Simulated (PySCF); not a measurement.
System: rock-salt KBr. Method: PBE in PySCF (GTH pseudopotentials, Gaussian basis).

The same calculation (at the measured cell, 35.908 Å³/atom) with different numerical settings; throughout: k mesh 2×2×2:

```
run  basis  gap on the mesh (eV)  total energy (eV/atom)
---  -----  --------------------  ----------------------
1       DZ                 4.389               -568.7604
2       TZ                 4.383               -568.8269
3       QZ                 4.375               -568.8523
```

In the column total energy (eV/atom) the first row differs from the last by +0.0919 and the next to last by +0.0254.

The last row is no converged limit: other settings stay fixed.

Spin–orbit coupling is not included.
